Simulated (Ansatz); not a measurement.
`CSC(=O)CCl` + H₂O → `CSC(=O)O` + `CCl` at 700 K and 1 bar (formal hydrolysis of a C–C bond).

Calculated with Ansatz (gas phase, PBE0-D4/def2-TZVP geometries, no zero-point term in ΔE). CCSD(T)/CBS adds triple-zeta CCSD(T) − MP2 to the extrapolated MP2 energy (def2 sets, frozen cores). This one scheme is used for every species. Each species was taken in one conformer, which may not be the lowest.

| species | CCSD(T)/CBS energy (Eh) | H − E (kJ/mol) | S (J/(mol·K)) |
| --- | --- | --- | --- |
| `CSC(=O)CCl` | -1049.88953 | 284.0 | 495.3 |
| H₂O | -76.37941 | 80.5 | 218.4 |
| `CSC(=O)O` | -626.64358 | 232.1 | 418.9 |
| `CCl` | -499.63220 | 131.4 | 278.6 |

H − E and S are ideal-gas, rigid-rotor, harmonic terms from PBE0-D4/def2-TZVP, for one conformer and one mirror image of each species. 1 Eh = 2625.50 kJ/mol, R = 8.31446 J/(mol·K).

By hand: ΔE, ΔH, ΔS and ΔG.

ΔE = (-626.64358) + (-499.63220) − (-1049.88953) − (-76.37941) = -0.00684 Eh = -18.0 kJ/mol. Δ(H − E) = 232.1 + 131.4 − 284.0 − 80.5 = -1.0, so ΔH = -19.0 kJ/mol. ΔS = 418.9 + 278.6 − 495.3 − 218.4 = -16.2 J/(mol·K). ΔG = -19.0 − 700 × (-16.2)/1000 = -7.7 kJ/mol.

By hand: the equilibrium constant, and the temperature at which ΔG would vanish if ΔH and ΔS stayed fixed.

log₁₀ K = −ΔG/(RT ln 10) = 0.6. ΔG = 0 at ΔH/ΔS = 1173 K, though so small a ΔS makes that figure unsure.

TΔS isn't small against ΔH here. A doubt of 5 kJ/mol in ΔE shifts log₁₀ K by 0.4 here. Other conformers and mirror images would add mixing entropy, several J/(mol·K) or more a flexible species. Modes under 60 cm⁻¹, often nearly free rotors, make the harmonic entropy too high. These are equilibria of isolated gas molecules and say nothing of rates. Largest T1 diagnostic: 0.015 (customary marks: 0.02 for closed shells, 0.045 for open ones).
